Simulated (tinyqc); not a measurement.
Inside a calculation (part 2 of 2). Method: UKS/LDA (PW92) in the sto-6g basis, for NH, spin multiplicity 3. Computed by tinyqc, a small Python program that keeps every step (integrals from PySCF). Command: `OMP_NUM_THREADS=1 python tinyqc.py 28362 28363 out.jsonl` (the two numbers bound the seeds that draw the settings). One thread of a shared host (Intel(R) Xeon(R) Processor @ 2.60GHz), about 1 s of CPU time with the checks.

Geometry (angstrom):

| atom | x | y | z |
|---|---|---|---|
| N | 0.000000 | 0.000000 | 0.000000 |
| H | 0.000000 | 0.000000 | 1.034000 |

## Iteration 2: DIIS over 2 matrices

error matrix X^T (FDS - SDF) X (alpha):
```
           1          2         3         4          5          6
1   0.000000   0.085423  0.000000  0.000000  -0.180904   0.173740
2  -0.085423   0.000000  0.000000  0.000000   0.050174  -0.071859
3   0.000000   0.000000  0.000000  0.000000   0.000000   0.000000
4   0.000000   0.000000  0.000000  0.000000   0.000000   0.000000
5   0.180904  -0.050174  0.000000  0.000000   0.000000   0.050129
6  -0.173740   0.071859  0.000000  0.000000  -0.050129   0.000000
```

B (overlaps of the stored error matrices):
```
                1               2
1   8.5039210e-01  -4.1708378e-01
2  -4.1708378e-01   3.0078089e-01
```

Minimise |sum c_i e_i|^2 with sum c_i = 1: solve [B -1; -1 0][c; lambda] = [0; -1] with B_ij = tr e_i^T e_j summed over both spins, and take F = sum c_i F_i.

DIIS coefficients: 0.361583  0.638417

extrapolated F(alpha) (hartree):
```
             1N 1s      1N 2s     1N 2px     1N 2py     1N 2pz      2H 1s
1N 1s   -13.755485  -3.415606   0.000000   0.000000  -0.010970  -0.851313
1N 2s    -3.415606  -1.436452   0.000000   0.000000  -0.109105  -0.625020
1N 2px    0.000000   0.000000  -0.151774   0.000000   0.000000   0.000000
1N 2py    0.000000   0.000000   0.000000  -0.151774   0.000000   0.000000
1N 2pz   -0.010970  -0.109105   0.000000   0.000000  -0.194498  -0.315445
2H 1s    -0.851313  -0.625020   0.000000   0.000000  -0.315445  -0.349628
```

extrapolated F(beta) (hartree):
```
             1N 1s      1N 2s     1N 2px     1N 2py     1N 2pz      2H 1s
1N 1s   -13.725245  -3.393050   0.000000   0.000000  -0.010406  -0.846327
1N 2s    -3.393050  -1.321236   0.000000   0.000000  -0.105520  -0.590765
1N 2px    0.000000   0.000000  -0.014280   0.000000   0.000000   0.000000
1N 2py    0.000000   0.000000   0.000000  -0.014280   0.000000   0.000000
1N 2pz   -0.010406  -0.105520   0.000000   0.000000  -0.124836  -0.299198
2H 1s    -0.846327  -0.590765   0.000000   0.000000  -0.299198  -0.332065
```

## Iteration 2: diagonalisation and new density

X:
```
                1          2         3          4          5         6
1N 1s    0.225963   0.782308  0.000000   0.000000   0.602956  0.185558
1N 2s   -0.942493  -0.504376  0.000000   0.000000   0.394627  0.426415
1N 2px   0.000000   0.000000  0.622202   0.782857   0.000000  0.000000
1N 2py   0.000000   0.000000  0.782857  -0.622202   0.000000  0.000000
1N 2pz  -0.773011   0.535854  0.000000   0.000000  -0.575792  0.326220
2H 1s    1.178315  -0.201917  0.000000   0.000000  -0.177716  0.519500
```

Diagonalise F' = X^T F X, C = X C', fill 5 alpha and 3 beta electrons from the bottom; D(s) = C_occ C_occ^T. Each column has its largest component positive (the first on a tie).

F' = X^T F X (alpha) (hartree):
```
           1          2          3          4          5          6
1   0.229245  -0.766949   0.000000   0.000000  -0.531433  -0.114581
2  -0.766949  -5.898841   0.000000   0.000000  -6.014987  -2.679312
3   0.000000   0.000000  -0.151774   0.000000   0.000000   0.000000
4   0.000000   0.000000   0.000000  -0.151774   0.000000   0.000000
5  -0.531433  -6.014987   0.000000   0.000000  -6.662800  -3.035166
6  -0.114581  -2.679312   0.000000   0.000000  -3.035166  -1.970027
```

orbital energies (alpha) (hartree): MO1 -13.761503, MO2 -0.674919, MO3 -0.240314, MO4 -0.151774, MO5 -0.151774, MO6 0.374314

coefficients C (alpha):
```
              MO1        MO2        MO3       MO4        MO5        MO6
1N 1s    0.994518  -0.226159   0.113572  0.000000   0.000000   0.089112
1N 2s    0.025018   0.848960  -0.567747  0.000000   0.000000  -0.660722
1N 2px   0.000000   0.000000   0.000000  0.804568  -0.593861   0.000000
1N 2py   0.000000   0.000000   0.000000  0.593861   0.804568   0.000000
1N 2pz   0.004506   0.199201   0.690747  0.000000   0.000000  -0.897669
2H 1s   -0.008441   0.231140   0.436242  0.000000   0.000000   1.219367
```

F' = X^T F X (beta) (hartree):
```
           1          2          3          4          5          6
1   0.291541  -0.756430   0.000000   0.000000  -0.536912  -0.168693
2  -0.756430  -5.847683   0.000000   0.000000  -6.043306  -2.690157
3   0.000000   0.000000  -0.014280   0.000000   0.000000   0.000000
4   0.000000   0.000000   0.000000  -0.014280   0.000000   0.000000
5  -0.536912  -6.043306   0.000000   0.000000  -6.604048  -3.019996
6  -0.168693  -2.690157   0.000000   0.000000  -3.019996  -1.909603
```

orbital energies (beta) (hartree): MO1 -13.730518, MO2 -0.583216, MO3 -0.177188, MO4 -0.014280, MO5 -0.014280, MO6 0.421128

coefficients C (beta):
```
              MO1        MO2        MO3       MO4        MO5        MO6
1N 1s    0.994900  -0.212940   0.130349  0.000000   0.000000   0.094302
1N 2s    0.023326   0.780356  -0.641309  0.000000   0.000000  -0.677842
1N 2px   0.000000   0.000000   0.000000  0.693986   0.719989   0.000000
1N 2py   0.000000   0.000000   0.000000  0.719989  -0.693986   0.000000
1N 2pz   0.004179   0.206968   0.651969  0.000000   0.000000  -0.924513
2H 1s   -0.007825   0.311146   0.451053  0.000000   0.000000   1.195968
```

D(alpha) after iteration 2:
```
            1N 1s      1N 2s    1N 2px    1N 2py     1N 2pz      2H 1s
1N 1s    1.053112  -0.231599  0.000000  0.000000   0.037880  -0.011124
1N 2s   -0.231599   1.043695  0.000000  0.000000  -0.222943  -0.051658
1N 2px   0.000000   0.000000  1.000000  0.000000   0.000000   0.000000
1N 2py   0.000000   0.000000  0.000000  1.000000   0.000000   0.000000
1N 2pz   0.037880  -0.222943  0.000000  0.000000   0.516832   0.347338
2H 1s   -0.011124  -0.051658  0.000000  0.000000   0.347338   0.243804
```

D(beta) after iteration 2:
```
            1N 1s      1N 2s    1N 2px    1N 2py     1N 2pz      2H 1s
1N 1s    1.052160  -0.226556  0.000000  0.000000   0.045070  -0.015246
1N 2s   -0.226556   1.020777  0.000000  0.000000  -0.256508  -0.046643
1N 2px   0.000000   0.000000  0.000000  0.000000   0.000000   0.000000
1N 2py   0.000000   0.000000  0.000000  0.000000   0.000000   0.000000
1N 2pz   0.045070  -0.256508  0.000000  0.000000   0.467917   0.358438
2H 1s   -0.015246  -0.046643  0.000000  0.000000   0.358438   0.300322
```

Within a degenerate level the vectors are fixed only up to a rotation; this is one choice.

## Iteration 8 (converged): orbitals

converged F(alpha) (hartree):
```
             1N 1s      1N 2s     1N 2px     1N 2py     1N 2pz      2H 1s
1N 1s   -13.816973  -3.426690   0.000000   0.000000  -0.016312  -0.854560
1N 2s    -3.426690  -1.454310   0.000000   0.000000  -0.127504  -0.638800
1N 2px    0.000000   0.000000  -0.170172   0.000000   0.000000   0.000000
1N 2py    0.000000   0.000000   0.000000  -0.170172   0.000000   0.000000
1N 2pz   -0.016312  -0.127504   0.000000   0.000000  -0.211283  -0.333529
2H 1s    -0.854560  -0.638800   0.000000   0.000000  -0.333529  -0.395059
```

converged F(beta) (hartree):
```
             1N 1s      1N 2s     1N 2px     1N 2py     1N 2pz      2H 1s
1N 1s   -13.785583  -3.403255   0.000000   0.000000  -0.015044  -0.849293
1N 2s    -3.403255  -1.336031   0.000000   0.000000  -0.121414  -0.604895
1N 2px    0.000000   0.000000  -0.029447   0.000000   0.000000   0.000000
1N 2py    0.000000   0.000000   0.000000  -0.029447   0.000000   0.000000
1N 2pz   -0.015044  -0.121414   0.000000   0.000000  -0.138933  -0.318619
2H 1s    -0.849293  -0.604895   0.000000   0.000000  -0.318619  -0.386588
```

As before.

F' = X^T F X (alpha) (hartree):
```
           1          2          3          4          5          6
1   0.178738  -0.765926   0.000000   0.000000  -0.528111  -0.121552
2  -0.765926  -5.931342   0.000000   0.000000  -6.045164  -2.688540
3   0.000000   0.000000  -0.170172   0.000000   0.000000   0.000000
4   0.000000   0.000000   0.000000  -0.170172   0.000000   0.000000
5  -0.528111  -6.045164   0.000000   0.000000  -6.689211  -3.035929
6  -0.121552  -2.688540   0.000000   0.000000  -3.035929  -2.009818
```

orbital energies (alpha) (hartree): MO1 -13.822879, MO2 -0.702731, MO3 -0.252834, MO4 -0.170172, MO5 -0.170172, MO6 0.326811

coefficients C (alpha):
```
              MO1        MO2        MO3       MO4        MO5        MO6
1N 1s    0.994586  -0.222324   0.122828  0.000000   0.000000   0.085659
1N 2s    0.024775   0.831103  -0.612833  0.000000   0.000000  -0.642913
1N 2px   0.000000   0.000000   0.000000  0.009882   0.999951   0.000000
1N 2py   0.000000   0.000000   0.000000  0.999951  -0.009882   0.000000
1N 2pz   0.004972   0.223146   0.659265  0.000000   0.000000  -0.915528
2H 1s   -0.008570   0.243190   0.461431  0.000000   0.000000   1.207695
```

F' = X^T F X (beta) (hartree):
```
           1          2          3          4          5          6
1   0.239186  -0.754741   0.000000   0.000000  -0.531026  -0.184690
2  -0.754741  -5.879628   0.000000   0.000000  -6.073638  -2.697892
3   0.000000   0.000000  -0.029447   0.000000   0.000000   0.000000
4   0.000000   0.000000   0.000000  -0.029447   0.000000   0.000000
5  -0.531026  -6.073638   0.000000   0.000000  -6.630454  -3.019209
6  -0.184690  -2.697892   0.000000   0.000000  -3.019209  -1.950598
```

orbital energies (beta) (hartree): MO1 -13.790719, MO2 -0.611823, MO3 -0.190929, MO4 -0.029447, MO5 -0.029447, MO6 0.371976

coefficients C (beta):
```
              MO1        MO2        MO3        MO4       MO5        MO6
1N 1s    0.994982  -0.206814  -0.141527   0.000000  0.000000   0.090891
1N 2s    0.023012   0.749710   0.695906   0.000000  0.000000  -0.658307
1N 2px   0.000000   0.000000   0.000000  -0.153714  0.988115   0.000000
1N 2py   0.000000   0.000000   0.000000   0.988115  0.153714   0.000000
1N 2pz   0.004565   0.224785  -0.608642   0.000000  0.000000  -0.949551
2H 1s   -0.007905   0.337636  -0.482723   0.000000  0.000000   1.176256
```

D(alpha) after iteration 8:
```
            1N 1s      1N 2s    1N 2px    1N 2py     1N 2pz      2H 1s
1N 1s    1.053715  -0.235406  0.000000  0.000000   0.036310  -0.005914
1N 2s   -0.235406   1.066910  0.000000  0.000000  -0.218439  -0.080877
1N 2px   0.000000   0.000000  1.000000  0.000000   0.000000   0.000000
1N 2py   0.000000   0.000000  0.000000  1.000000   0.000000   0.000000
1N 2pz   0.036310  -0.218439  0.000000  0.000000   0.484449   0.358429
2H 1s   -0.005914  -0.080877  0.000000  0.000000   0.358429   0.272133
```

D(beta) after iteration 8:
```
            1N 1s      1N 2s    1N 2px    1N 2py     1N 2pz      2H 1s
1N 1s    1.052791  -0.230644  0.000000  0.000000   0.044192  -0.009375
1N 2s   -0.230644   1.046880  0.000000  0.000000  -0.254930  -0.082983
1N 2px   0.000000   0.000000  0.000000  0.000000   0.000000   0.000000
1N 2py   0.000000   0.000000  0.000000  0.000000   0.000000   0.000000
1N 2pz   0.044192  -0.254930  0.000000  0.000000   0.420994   0.369665
2H 1s   -0.009375  -0.082983  0.000000  0.000000   0.369665   0.347083
```

Within a degenerate level the vectors are fixed only up to a rotation; this is one choice.

## Convergence

Stop when the energy changes by less than 1e-09 hartree and every element of the error matrix X^T (F D S - S D F) X (for each spin) is below 9e-06.

Course of the cycle:

| iteration | E (hartree) | change | largest element of the error matrix |
|---|---|---|---|
| 1 | -53.80245840 | - | 4.01e-01 |
| 2 | -54.39051455 | -5.88e-01 | 1.81e-01 |
| 3 | -54.53038415 | -1.40e-01 | 2.46e-02 |
| 4 | -54.53242948 | -2.05e-03 | 2.00e-03 |
| 5 | -54.53243522 | -5.73e-06 | 1.83e-04 |
| 6 | -54.53243530 | -8.07e-08 | 2.58e-05 |
| 7 | -54.53243530 | -2.03e-09 | 1.66e-07 |
| 8 | -54.53243530 | -7.11e-14 | 3.99e-09 |

PySCF UKS in the same basis, fine grid, after a stability check = -54.53128985 hartree

Converged in 8 iterations. The coarse grid moves the energy by -1.15e-03 hartree.

## Populations, bond orders and dipole

overlap S:
```
           1N 1s     1N 2s    1N 2px    1N 2py    1N 2pz     2H 1s
1N 1s   1.000000  0.229416  0.000000  0.000000  0.000000  0.057288
1N 2s   0.229416  1.000000  0.000000  0.000000  0.000000  0.482442
1N 2px  0.000000  0.000000  1.000000  0.000000  0.000000  0.000000
1N 2py  0.000000  0.000000  0.000000  1.000000  0.000000  0.000000
1N 2pz  0.000000  0.000000  0.000000  0.000000  1.000000  0.431771
2H 1s   0.057288  0.482442  0.000000  0.000000  0.431771  1.000000
```

Mulliken: Z minus the diagonal of D S on the atom; Loewdin: the same with S^(1/2) D S^(1/2); Mayer order: 2 sum_s sum (D(s) S)_ij (D(s) S)_ji over the two atoms.

Charges (e):

| atom | Mulliken | Loewdin | Mulliken spin |
|---|---|---|---|
| 1N | -0.146343 | -0.090533 | 2.078587 |
| 2H | 0.146343 | 0.090533 | -0.078587 |

Mayer bond orders:

| pair | order |
|---|---|
| 2-1 | 0.972408 |

dipole moment about the origin, x y z (debye): 0.000000  0.000000  1.319660

<S^2> of the determinant (pure state: 2) = 2.003742
